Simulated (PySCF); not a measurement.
Molecule (SMILES): C#C (C2H2).
Geometry (B3LYP-D3(BJ)/def2-TZVP, fixed):
```xyz
4

C      0.0000     0.0000    -0.5984
C      0.0000     0.0000     0.5984
H      0.0000     0.0000     1.6611
H      0.0000     0.0000    -1.6611
```

Basis-set convergence of the lowest singlet excitation energy at PBE with PySCF. Tamm-Dancoff approximation; the state is taken by its order, and sets in which it differs in degeneracy or brightness are left out, yet its character can still change. All functions are spherical. Density fitting with generated auxiliary sets. No added dispersion term, no relativity. Reference: the value in d-aug-cc-pVTZ, 6.839 eV, itself unsure by roughly 0.005 eV (its mean distance from aug-pcseg-2, aug-cc-pVTZ). Deviations are taken from unrounded values. Cost is core time over that of 6-311+G**, rough, on shared machines of one kind.

```json
[
 {"basis": "6-31G**", "functions": "38", "lowest singlet excitation energy (eV)": "7.239", "minus reference (eV)": "0.400", "cost": "0.5×"},
 {"basis": "6-311G**", "functions": "48", "lowest singlet excitation energy (eV)": "7.152", "minus reference (eV)": "0.313", "cost": "0.7×"},
 {"basis": "6-311+G**", "functions": "56", "lowest singlet excitation energy (eV)": "6.888", "minus reference (eV)": "0.049", "cost": "1×"},
 {"basis": "def2-SVPD", "functions": "56", "lowest singlet excitation energy (eV)": "6.984", "minus reference (eV)": "0.145", "cost": "1×"},
 {"basis": "aug-cc-pVDZ", "functions": "64", "lowest singlet excitation energy (eV)": "6.848", "minus reference (eV)": "0.009", "cost": "1×"},
 {"basis": "6-311++G(2d,2p)", "functions": "74", "lowest singlet excitation energy (eV)": "6.859", "minus reference (eV)": "0.020", "cost": "0.7×"},
 {"basis": "cc-pVTZ", "functions": "88", "lowest singlet excitation energy (eV)": "7.052", "minus reference (eV)": "0.213", "cost": "1×"},
 {"basis": "pcseg-2", "functions": "88", "lowest singlet excitation energy (eV)": "6.934", "minus reference (eV)": "0.095", "cost": "1×"},
 {"basis": "d-aug-cc-pVDZ", "functions": "90", "lowest singlet excitation energy (eV)": "6.841", "minus reference (eV)": "0.002", "cost": "1×"},
 {"basis": "def2-TZVPP", "functions": "90", "lowest singlet excitation energy (eV)": "6.981", "minus reference (eV)": "0.142", "cost": "1×"},
 {"basis": "def2-TZVPD", "functions": "92", "lowest singlet excitation energy (eV)": "6.904", "minus reference (eV)": "0.065", "cost": "1×"},
 {"basis": "def2-TZVPPD", "functions": "108", "lowest singlet excitation energy (eV)": "6.904", "minus reference (eV)": "0.065", "cost": "2×"},
 {"basis": "6-311++G(3df,3pd)", "functions": "114", "lowest singlet excitation energy (eV)": "6.855", "minus reference (eV)": "0.016", "cost": "1×"},
 {"basis": "aug-cc-pVTZ", "functions": "138", "lowest singlet excitation energy (eV)": "6.845", "minus reference (eV)": "0.006", "cost": "2×"},
 {"basis": "aug-pcseg-2", "functions": "138", "lowest singlet excitation energy (eV)": "6.843", "minus reference (eV)": "0.004", "cost": "2×"},
 {"basis": "cc-pVQZ", "functions": "170", "lowest singlet excitation energy (eV)": "6.971", "minus reference (eV)": "0.132", "cost": "3×"},
 {"basis": "def2-QZVPP", "functions": "174", "lowest singlet excitation energy (eV)": "6.907", "minus reference (eV)": "0.068", "cost": "4×"},
 {"basis": "pcseg-3", "functions": "186", "lowest singlet excitation energy (eV)": "6.859", "minus reference (eV)": "0.020", "cost": "4×"}
]
```
